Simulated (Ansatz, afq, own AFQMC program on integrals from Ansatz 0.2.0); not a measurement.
Two steps: Ansatz 0.2.0 writes the Fock matrix and Cholesky factors of the valence space, and afq projects on them the lowest state that overlaps trial and start.

```yaml
crystal:
  periodic: [false, false, false]
  atoms:
    - {symbol: Si, position_ang: [0.000000, 0.000000, 0.479117]}
    - {symbol: C, position_ang: [0.000000, 0.000000, -0.872883]}
    - {symbol: H, position_ang: [0.000000, -0.909276, -1.474451]}
    - {symbol: H, position_ang: [0.000000, 0.909276, -1.474451]}
basis:
  gaussian: {orbitals: cc-pVDZ}
magnetization: {spin_polarized: false}
correlation: {method: ccsd_t, electrons: outside_noble_gas, hamiltonian_folder: ham}
```

```sh
$ ansatz run in.yaml --threads 1 --pin off --events-out ev --progress --plain --max-ram 1382MiB
```

Options of the walk:

```
--method phaseless --trial hf --walkers 140 --populations 1 --least-time 40 --time-step 0.005 --steps-per-block 20 --equilibration-blocks 112 --max-blocks 600 --target-error 0.00114 --factor-cut 1e-05 --seed 4079 --taylor-order 6
```

Times are imaginary, in 1/Eh. The walk had a cap of 536 s.

Log:

```
orbitals 36  electrons 5 5  factors 287 of 402
reference energy -327.72576317 Eh
CCSD correlation -0.23719023 Eh in 9 cycles, weight of the determinant in the CISD state 0.8801
energy of the start -327.725763 Eh
 block  time / (1/Eh)  mean weight  energy / Eh
     1     0.100  1.0011  -327.775144
     2     0.200  1.0013  -327.813428
     3     0.300  1.0019  -327.846000
     4     0.400  1.0014  -327.860726
     5     0.500  1.0007  -327.866688
     7     0.700  1.0011  -327.896457
     9     0.900  1.0006  -327.916987
    18     1.800  1.0025  -327.965770
    52     5.200  1.0003  -327.988879
    86     8.600  1.0003  -327.975803
   120    12.000  0.9996  -327.969257
   154    15.400  1.0006  -327.963415
   171    17.100  0.9992  -327.947816
   188    18.800  0.9986  -327.987703
   222    22.200  0.9998  -327.989849
   256    25.600  0.9994  -327.984691
   290    29.000  0.9995  -327.964124
   324    32.400  0.9985  -327.977676
   358    35.800  0.9990  -327.968116
   392    39.200  1.0000  -327.982325
   426    42.600  0.9989  -327.963843
   460    46.000  0.9977  -328.004459
   494    49.400  1.0008  -327.986275
   528    52.800  0.9999  -327.952717
   562    56.200  0.9991  -327.962682
   596    59.600  1.0020  -327.986970
   630    63.000  0.9984  -327.957751
   664    66.400  0.9992  -327.984134
   681    68.100  0.9993  -328.008114
   698    69.800  0.9992  -327.991686
blocks merged  error / Eh  count
     1  0.000811  600
     2  0.001031  300
     4  0.001323  150
     8  0.001619  75
    16  0.001950  37
    32  0.001949  18
    64  0.001748  9
energy -327.977849 +/- 0.001950 Eh
(rows thinned)
```

The run passed its tests (sampling time, drift between the halves within three errors, error under three times the target), which doesn't prove that it has relaxed.

Against this walk (error 53.1 meV) on the same determinant: CCSD(T) 196.6 meV higher, CCSDT(Q) 161.1 meV higher, a separate phaseless walk with a CISD trial and standard settings 179.5 ± 54.0 meV higher. The error is statistical and leaves out the bias of the constraint. CCSDT(Q) is the surest value here, so the walk's 161 meV below it is most likely the bias of the constraint with this trial, which can have either sign.

Cautions: constraint bias not in the error; error above the target (53.1 against 31.0 meV).

The walk took 100 s on 1 thread of AMD EPYC 7R13 Processor (Zen 3), on a shared host. The log's last line is the phaseless energy.

CCSDT and higher add their correlation energy to the determinant of the CCSD(T) run, since their own runs factorise the integrals more tightly (a shift of under 2 meV). A walk keeps the symmetry of its determinant, which the program's search chose and which needn't be the lowest solution, so a lower state of the same spin and another symmetry isn't excluded.
